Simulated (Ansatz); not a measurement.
Input file:

```yaml
crystal:
  periodic: [false, false, false]
  atoms:
    - {symbol: B, position_ang: [0.000000, 0.000000, 0.000000]}
    - {symbol: Al, position_ang: [0.000000, 0.000000, 2.080524]}
basis:
  gaussian: {orbitals: "6-31++G**"}
total_charge: 1
magnetization: {spin_polarized: false, initial_magnetization: 1}
correlation: {active_space: {window: {electrons: 1, orbitals: 5}, fixed_orbitals: true}}
scf: {lower_state_search: full}
```

```sh
$ ansatz run in.yaml --threads 1 --pin off --events-out ev --progress --plain --max-ram 2393MiB
```

Output:

```
344 factors; integrals over basis functions are off by at most 1.5e-3 eV
mean field evaluation 1: about -7241.8342 eV, gradient 7.7e0 eV
mean field evaluation 2: about -7241.8508 eV, gradient 7.6e0 eV
mean field evaluation 4: about -7242.2910 eV, gradient 1.5e0 eV
mean field evaluation 8: about -7242.3595 eV, gradient 1.4e-1 eV
mean field evaluation 16: about -7242.3832 eV, gradient 3.7e-1 eV
mean field evaluation 32: about -7242.3556 eV, gradient 6.2e-1 eV
mean field evaluation 64: about -7242.3597 eV, gradient 1.6e-5 eV
mean field evaluation 96: about -7239.6262 eV, gradient 1.5e0 eV
mean field evaluation 128: about -7242.2933 eV, gradient 2.4e0 eV
mean field evaluation 160: about -7242.2895 eV, gradient 1.4e0 eV
mean field evaluation 192: about -7242.3383 eV, gradient 1.1e0 eV
mean field evaluation 224: about -7241.5292 eV, gradient 8.1e0 eV
mean field evaluation 256: about -7242.4662 eV, gradient 3.4e-1 eV
mean field evaluation 288: about -7242.4653 eV, gradient 6.7e-1 eV
mean field -7242.48501969 eV, -266.1564153408 hartree, gradient 5.0e-6 eV, S^2 0.750000; 19 other end points of the search recorded, 0 dependent functions left out
reference -7242.48501969 eV, -266.1564153408 hartree; 9, 8 occupied and 33, 34 virtual orbitals, 344 factors
state -7242.48501969 eV, -266.1564153408 hartree
Total energy: -7242.48501969 eV, -266.1564153408 hartree
```

The active space holds one configuration alone, so it describes no static correlation.

Natural occupations: 1.0000 0.0000 0.0000 0.0000 0.0000.

Ran on 1 thread of Arm Neoverse N1, shared host: 1.5 s wall, 0.07 GiB peak host memory.
